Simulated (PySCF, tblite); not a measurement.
Isomers of C3H11P3, one GFN2-xTB conformer each. Single-point energies are computed at PBE0/pcSseg-1 (PySCF, gas phase, no added dispersion term), electronic only.

```json
{"SMILES": "CP(CP)CP", "GFN2-xTB relative energy (kJ/mol)": "63.3"}
{"SMILES": "CP(P)CCP", "GFN2-xTB relative energy (kJ/mol)": "0.0"}
```

Conformers: `[CH3:1][P:2]([CH2:3][PH2:4])[CH2:5][PH2:6]` with C1–P2–C3–P4 85°, P2–C3–P4–H -46° and 46°, C1–P2–C5–P6 -69°, P2–C5–P6–H -160° and -68°; `[CH3:1][P:2]([PH2:3])[CH2:4][CH2:5][PH2:6]` with C1–P2–P3–H 176° and 83°, C1–P2–C4–C5 -75°, P2–C4–C5–P6 -176°, C4–C5–P6–H 48° and -45°.

Problem. What does PBE0/pcSseg-1 give for the same structures?

Solution. 
```tsv
SMILES	PBE0/pcSseg-1 E (Eh)	PBE0/pcSseg-1 (kJ/mol)	GFN2-xTB (kJ/mol)	point group
CP(P)CCP	-1144.38699	0.0	0.0	C1
CP(CP)CP	-1144.37777	24.2	63.3	C1
```

Both levels put the same isomer lowest. 

Problem. Which frontier levels, dipoles and rotational constants go with these structures?

Solution. 
```json
{"SMILES": "CP(P)CCP", "HOMO (eV, PBE0/pcSseg-1)": "-6.41", "LUMO (eV)": "0.03", "dipole (D)": "0.83", "A, B, C (MHz)": "3672, 720.2, 650.7"}
{"SMILES": "CP(CP)CP", "HOMO (eV, PBE0/pcSseg-1)": "-6.89", "LUMO (eV)": "0.35", "dipole (D)": "1.21", "A, B, C (MHz)": "5151, 729.0, 683.5"}
```

Problem. What happens when harmonic zero-point energies from GFN2-xTB frequencies are added?

Solution. 
```json
{"SMILES": "CP(P)CCP", "ZPE (kJ/mol)": "334.8", "electronic (kJ/mol)": "0.0", "with ZPE (kJ/mol)": "0.0"}
{"SMILES": "CP(CP)CP", "ZPE (kJ/mol)": "330.4", "electronic (kJ/mol)": "24.2", "with ZPE (kJ/mol)": "19.8"}
```

The zero-point energies span 4.4 kJ/mol. The order is unchanged.

Problem. As an exercise, what shares would exp(−E/RT) give at 2000 K from these electronic energies alone (no entropy, no degeneracies)?

Solution. RT = 16.629 kJ/mol: CP(P)CCP 81.1 %, CP(CP)CP 18.9 %.
